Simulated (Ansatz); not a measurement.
C5H7F can be A, `CC1(C)C=C1F`, or B, `C=C=C(F)CC`.

Isolated molecules relaxed with PBE0-D4/def2-TZVP in Ansatz; ΔE leaves out vibrations. CCSD(T)/CBS is the MP2 limit (def2-TZVPP, def2-QZVPP) plus CCSD(T) − MP2 in def2-TZVPP, frozen cores. DFT in def2-TZVPP. B3LYP here is the variant with VWN-RPA as its local correlation; programs differ in this. One conformer a species, not always the lowest.

Q: Which is lower in electronic energy at CCSD(T)/CBS, and by how much? (Best estimate.)

A: Ansatz gave: B, by 21.8 kcal/mol.

Q: Give E(B) − E(A) in kcal/mol with r2SCAN-D4, MP2/def2-TZVPP, B3LYP, CCSD/def2-TZVPP, B2PLYP, B3LYP-D4, ωB97M-V. (Best estimate.)

A: The calculation gave: r2SCAN-D4 -22.2, MP2/def2-TZVPP -17.9, B3LYP -25.9, CCSD/def2-TZVPP -22.3, B2PLYP -23.6, B3LYP-D4 -25.1, ωB97M-V -21.5. None reverses the order clearly.

Largest T1 diagnostic: 0.012.

The D4 term adds +0.8 kcal/mol with B3LYP and +0.4 kcal/mol with PBE0; it sums over pairs of atoms, weighted by their polarisabilities, and B3LYP, whose exchange is more repulsive, gets the larger term. In def2-TZVPP, CCSD(T) changes the Hartree–Fock value by +5.0 kcal/mol (the triples alone add +0.4 kcal/mol) and MP2 by +8.9 kcal/mol.
